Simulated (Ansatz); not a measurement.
System: CS$_{2}$, charge 0, singlet. CS2 (methanedithione, SMILES C(=S)=S).
B3LYP-D3(BJ)/def2-TZVP minimum from Ansatz (a program for electronic structure):
```xyz
3

S      0.0000     0.0000    -1.5527
C      0.0000     0.0000     0.0000
S      0.0000     0.0000     1.5527
```

Quantity: atomisation energy (electronic, to ground-state atoms), in kcal/mol. Radicals and triplets start from unrestricted determinants; spin-orbit coupling is neglected. CBS(X,Y): correlation extrapolated as X^-3, Hartree-Fock from the larger set (Q,5: extrapolated as (X+1)exp(-9√X)). A bracket is a step between two methods taken in the basis named. Functionals run without relativity, which enters their misses. Double hybrids freeze cores in their MP2 part. '+ core + X2C': CCSD(T) terms for core correlation (cc-pwCVTZ, 1s frozen past Ne) and scalar relativity (cc-pVTZ-DK).

CCSD(T)/CBS(cc-pV(Q+d)Z,cc-pV(5+d)Z) + [CCSDT(Q) - CCSD(T)]/cc-pV(T+d)Z + core + X2C (Ansatz) gives 280.8 kcal/mol.

How far off this value is PBE/def2-TZVPD (Ansatz), in which direction, and which of these levels come nearer: r2SCAN/def2-TZVPD, B3LYP/def2-TZVPD, PBE0/def2-TZVPD, wB97M-V/def2-TZVPD, B2PLYP/def2-TZVPD, CCSD(T)/CBS(cc-pV(Q+d)Z,cc-pV(5+d)Z) + core + X2C?

PBE gives 301.6 kcal/mol, 20.8 kcal/mol above it. Differences of the others: r2SCAN/def2-TZVPD (Ansatz) 7.9; B3LYP/def2-TZVPD (Ansatz) -3.8; PBE0/def2-TZVPD (Ansatz) 3.3; wB97M-V/def2-TZVPD (Ansatz) 0.2; B2PLYP/def2-TZVPD (Ansatz) -1.7; CCSD(T)/CBS(cc-pV(Q+d)Z,cc-pV(5+d)Z) + core + X2C (Ansatz) -0.8 kcal/mol. Nearer than PBE: r2SCAN/def2-TZVPD, B3LYP/def2-TZVPD, PBE0/def2-TZVPD, wB97M-V/def2-TZVPD, B2PLYP/def2-TZVPD, CCSD(T)/CBS(cc-pV(Q+d)Z,cc-pV(5+d)Z) + core + X2C.
